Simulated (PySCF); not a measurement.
# OF₂: fields on a plane

All numbers come from PBE0 in PySCF with O def2-TZVP, F def2-TZVP; no relativity; density-fitted integrals.

The singlet minimum has O–F 1.381 Å (×2); F–O–F 103.9°.

The plane holds O1 at (0.00, 0.00), F2 at (1.38, 0.00), F3 at (-0.33, 1.34) Å. Columns run from x = -2.25 to 3.75 Å, rows from y = 3.75 (top) to -1.95 Å, in steps of 0.3 Å. Other isomers or separated fragments may lie lower.

Give the electron localisation function (set to 0 where the density is under 0.005 e/Å³). Every second row and column.


```
0.00 0.00 0.00 0.00 0.00 0.00 0.00 0.00 0.00 0.00 0.00
0.00 0.00 0.00 0.00 0.00 0.00 0.00 0.00 0.00 0.00 0.00
0.00 0.00 0.05 0.12 0.17 0.08 0.00 0.00 0.00 0.00 0.00
0.00 0.13 0.51 0.69 0.78 0.38 0.01 0.00 0.00 0.00 0.00
0.00 0.36 0.86 0.60 0.88 0.15 0.05 0.17 0.00 0.00 0.00
0.00 0.14 0.44 0.63 0.54 0.10 0.82 0.65 0.10 0.00 0.00
0.00 0.01 0.12 0.60 0.06 0.68 0.20 0.73 0.14 0.00 0.00
0.00 0.00 0.40 0.87 0.68 0.39 0.90 0.74 0.12 0.00 0.00
0.00 0.00 0.17 0.51 0.28 0.06 0.62 0.43 0.05 0.00 0.00
0.00 0.00 0.00 0.00 0.01 0.01 0.10 0.00 0.00 0.00 0.00
```

Give the electron density (e/Å³) (cut at 5 e/Å³). Every second row and column.


```
0.00 0.00 0.00 0.00 0.00 0.00 0.00 0.00 0.00 0.00 0.00
0.00 0.00 0.00 0.00 0.00 0.00 0.00 0.00 0.00 0.00 0.00
0.00 0.00 0.01 0.04 0.03 0.01 0.00 0.00 0.00 0.00 0.00
0.00 0.02 0.23 1.38 0.66 0.06 0.01 0.00 0.00 0.00 0.00
0.00 0.04 1.01 5.00 3.98 0.14 0.04 0.02 0.00 0.00 0.00
0.00 0.02 0.31 2.13 1.41 0.34 0.84 0.26 0.02 0.00 0.00
0.00 0.01 0.12 2.59 5.00 2.14 5.00 1.73 0.05 0.00 0.00
0.00 0.00 0.09 1.44 2.72 0.98 4.85 0.82 0.04 0.00 0.00
0.00 0.00 0.02 0.09 0.12 0.08 0.16 0.07 0.01 0.00 0.00
0.00 0.00 0.00 0.00 0.01 0.01 0.01 0.00 0.00 0.00 0.00
```
